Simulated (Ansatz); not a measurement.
# BH4O (doublet): from Hartree-Fock to the top rungs at distance B1–H4 along a hydrogen transfer = 1.471 Å, cc-pVDZ

An exercise on one series of results from a longer session: the logs are not shown, and one member is left open.

The runs use Ansatz 0.2.0, Gaussian basis; cc-pVDZ, core rule «outside noble gas», up to 2 orbitals frozen.

The runs, in order: UHF; CCSD(T) on ROHF; CCSD(T) on UHF; BCCD(T) on ROHF; CISD; CCSDT(Q) on ROHF; CCSDT(Q) on UHF; CASSCF and MRCISD+Q, 3 electrons in 3 orbitals; CASSCF and NEVPT2, 3 electrons in 3 orbitals.

11 further runs of the same task are left out: 4 for a mislabelled method, 6 that didn't finish, 1 set aside as unsound or not needed.

## The geometry

The geometry derives from fragments relaxed apart (PBE0/def2-TZVP) and kept rigid, so it is no stationary point. A hydrogen atom is moved between rigid fragments.

6 atoms, charge 0, spin multiplicity 2.

Atoms are counted from 1 here; the program's logs count them from 0.

Bond lengths: B1–H2 1.193 Å, B1–H3 1.193 Å, O5–H6 0.973 Å. Angles: H2–B1–H3 120.0°.

The first run:

Input file in.yaml:

```yaml
crystal:
  periodic: [false, false, false]
  atoms:
    - {symbol: B, position_ang: [-1.578955, 0.030718, 0.000000]}
    - {symbol: H, position_ang: [-2.175688, 1.064290, 0.000000]}
    - {symbol: H, position_ang: [-2.175689, -1.002853, 0.000000]}
    - {symbol: H, position_ang: [-0.107955, 0.030718, 0.000000]}
    - {symbol: O, position_ang: [1.253045, 0.030718, 0.000000]}
    - {symbol: H, position_ang: [1.504904, -0.909232, 0.000000]}
basis:
  gaussian: {orbitals: cc-pVDZ}
magnetization: {spin_polarized: true, initial_magnetization: 1}
hamiltonian: {xc: hf}
output: {orbitals: {seedname: orbitals}}
```

Run with:

```bash
$ ansatz run in.yaml --threads 1 --pin off --events-out ev --progress --plain --max-ram 2393MiB
```

Steps of the session up to this table: UHF; CCSD(T) on ROHF; CCSD(T) on UHF; BCCD(T) on ROHF; CISD; CCSDT(Q) on ROHF; CCSDT(Q) on UHF; CASSCF and MRCISD+Q, 3 electrons in 3 orbitals; CASSCF and NEVPT2, 3 electrons in 3 orbitals.

One of the session's tables, all rows but one given; the rest of the session is left out.

It belongs to the step «Misses and costs». 

| method | from UCCSDT(Q) (meV) |
| --- | --- |
| ROHF | +8808.6 |
| UHF | +8480.9 |
| RMP2 | +1274.3 |
| UMP2 | +1263.0 |
| CISD | ? |
| RCCSD | +210.9 |
| UCCSD | +200.7 |
| RCCSD(T) | +43.3 |
| UCCSD(T) | +42.9 |
| BCCD(T) | +42.2 |
| RCCSDT | +17.8 |
| UCCSDT | +16.8 |
| RCCSDT(Q) | +0.3 |
| UCCSDT(Q) | 0 |
| CASSCF pair | +8021.8 |
| NEVPT2 pair | +1074.0 |
| MRCISD pair | +768.4 |
| MRCISD+Q pair | +122.3 |

Estimate the missing values for CISD.

**Answer.** from UCCSDT(Q) (meV): +967.8. In the column «from UCCSDT(Q) (meV)» it lies between MRCISD pair (+768.4) and NEVPT2 pair (+1074.0).

Limits of these values: Restricted and unrestricted rows rest on different reference determinants; where their highest levels disagree by more than a few hundredths of an eV, they describe different states and don't form one ladder.
